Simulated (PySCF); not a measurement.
A structure optimised at B3LYP-D3(BJ)/def2-TZVPD, used in a PySCF frequency run:

```xyz
3

N      0.0000     0.0000     0.6484
N      0.0000     0.0000    -0.4376
H      0.0000     0.0000    -1.4754
```
Charge +1, spin multiplicity 1.

Question: Write its SMILES, formula and point group.

Answer: N#[NH+], HN2, C∞v

Question: What are its rotational constants (standard atomic weights)?

Answer: 47.272 GHz (linear rotor, B only)
